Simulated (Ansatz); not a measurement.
Program: Ansatz. Geometries: PBE0-D4/def2-TZVP. ΔE: electronic, gas phase. CCSD(T)/CBS adds triple-zeta CCSD(T) − MP2 to the extrapolated MP2 energy (def2 sets, frozen cores). This one scheme is used for every species.

Reaction (substitution at a C–Cl bond): `FC1(F)OC1Cl` + H–F → `FC1OC1(F)F` + HCl

```tsv
level	ΔE (kJ/mol)
HF/def2-SVP	-32.7
MP2/def2-QZVPP	15.6
```

Problem. What does CCSD(T)/CBS give? (Estimate.)

Solution. The calculation gave: +8.3 kJ/mol. The listed levels differ from it by -41.0, 7.3 kJ/mol.

Largest T1 diagnostic among the species: 0.013.

In def2-TZVPP, CCSD(T) changes the Hartree–Fock value by +19.4 kJ/mol (the triples alone add +3.2 kJ/mol) and MP2 by +29.4 kJ/mol. At CCSD(T), def2-SVP lies −24.5 kJ/mol from the extrapolated value and def2-TZVPP −6.5 kJ/mol. Leaving LDA and LC-ωPBE aside and taking each functional with its dispersion term where it has one, the values, not all of them listed here, spread over 13.5 kJ/mol, from B97M-V to revPBE-D4.

CCSD(T)/CBS has its own doubt, a few kJ/mol and more with outer-core shells, so smaller differences from it don't rank the levels.
